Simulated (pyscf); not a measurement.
Four-centre exchange: H₂N–InH₂ + ammonia (NH₃) → ammonia (NH₃) + H₂N–InH₂

Gas phase, singlet surface, charge 0. Bonds broken: N1–In2, N7–H8. Bonds formed: N1–H8, In2–N7. PySCF, gas phase, ωB97X-D3(BJ)/def2-SVP geometries. Correlated levels are frozen-core, on RHF or UHF. ΔMP2 is the change of the MP2 total energy from the triple- to the quadruple-zeta basis.

Transition state (Å):

```xyz
10

N     -1.7885    -0.4057    -0.9247
In    -1.0575     0.4799     0.9807
H     -2.1246    -1.3686    -0.9370
H     -2.3992     0.1395    -1.5330
H     -0.9801    -0.7182     2.2159
H     -1.5007     2.1411     1.0869
N      0.5932     0.2017    -0.4848
H     -0.4970    -0.2293    -1.0735
H      1.3198    -0.4901    -0.3010
H      1.0453     1.0181    -0.8963
```

One imaginary mode, 1317i cm⁻¹; descent along it reached the two sides named, in the forms told below.

```json
[
 {"bond": "N1–In2", "change": "breaks", "reactant side (Å)": "2.094", "saddle": "2.225", "product side": "2.370"},
 {"bond": "N7–H8", "change": "breaks", "reactant side (Å)": "1.029", "saddle": "1.312", "product side": "2.286"},
 {"bond": "N1–H8", "change": "forms", "reactant side (Å)": "2.285", "saddle": "1.312", "product side": "1.029"},
 {"bond": "In2–N7", "change": "forms", "reactant side (Å)": "2.370", "saddle": "2.225", "product side": "2.094"}
]
```

Electronic energies relative to the separated reactants (kcal/mol):

| level | barrier | reaction energy | reverse barrier |
|---|---|---|---|
| ωB97X-D3(BJ)/def2-TZVP | -6.9 | 0.0 | -6.9 |
| PBE/def2-TZVP | -7.6 | 0.0 | -7.6 |
| r²SCAN/def2-TZVP | -8.5 | 0.0 | -8.5 |
| B3LYP-D3(BJ)/def2-TZVP | -5.7 | 0.0 | -5.7 |
| PBE0-D3(BJ)/def2-TZVP | -8.1 | 0.0 | -8.1 |
| M06-2X/def2-TZVP | -8.0 | 0.0 | -8.0 |
| ωB97M-D3(BJ)/def2-TZVP | -4.8 | 0.0 | -4.8 |
| HF/def2-TZVP | 7.2 | 0.0 | 7.2 |
| MP2/def2-QZVPP | -6.5 | 0.0 | -6.5 |
| CCSD/def2-TZVPP | -2.9 | 0.0 | -2.9 |
| CCSD(T)/def2-TZVPP | -5.0 | 0.0 | -5.0 |
| CCSD(T)/def2-TZVPP + ΔMP2(QZVPP) | -4.8 | 0.0 | -4.8 |

With CCSD(T)/def2-TZVPP + ΔMP2(QZVPP) energies and thermal terms (ideal gas, 1 atm, RRHO with modes under 100 cm⁻¹ raised to 100, one conformer, R ln 2 for chiral ones without a mode under 150 cm⁻¹), in kcal/mol:

| T (K) | ΔH‡ | ΔG‡ | ΔH | ΔG |
|---|---|---|---|---|
| 298 | -6.0 | 5.6 | 0.0 | 0.0 |
| 600 | -5.9 | 17.3 | 0.0 | 0.0 |
| 900 | -5.3 | 28.8 | 0.0 | 0.0 |
| 1200 | -4.5 | 40.0 | 0.0 | 0.0 |

On the reactant side the descent ends in an adduct with a In–N contact, 19.8 kcal/mol under the separated species and 12.9 kcal/mol under the saddle at ωB97X-D3(BJ)/def2-TZVP. On the product side the descent ends in an adduct with a In–N contact, 19.8 kcal/mol under the separated species and 12.9 kcal/mol under the saddle at ωB97X-D3(BJ)/def2-TZVP. At ωB97X-D3(BJ)/def2-TZVP, PBE, r²SCAN, B3LYP-D3(BJ), PBE0-D3(BJ), M06-2X, ωB97M-D3(BJ)/def2-TZVP, MP2, CCSD, CCSD(T), CCSD(T) the saddle lies under the separated reactants, which points to a path from their complex (located at ωB97X-D3(BJ) alone). At ωB97X-D3(BJ)/def2-TZVP, PBE, r²SCAN, B3LYP-D3(BJ), PBE0-D3(BJ), M06-2X, ωB97M-D3(BJ)/def2-TZVP, MP2, CCSD, CCSD(T), CCSD(T) the saddle lies under the separated products, which points to a path from their complex (located at ωB97X-D3(BJ) alone). What is counted as formed (In–N) is already present as a longer contact in the reactant adduct; forming that adduct is a step of its own. What is counted as broken (In–N) persists as a longer contact in the product adduct; parting that adduct is a step of its own. One saddle was located; it need not be the lowest between these sides. The CCSD(T) − MP2 part came from Ansatz, without density fitting, on the same reference. The frozen core leaves the outer d or s,p core shells of the metals and heavy elements correlated in the MP2 and CC values, and def2-TZVPP describes them poorly, which can shift differences by a few kcal/mol. Elements past Kr carry the def2 core potentials, without spin-orbit coupling.
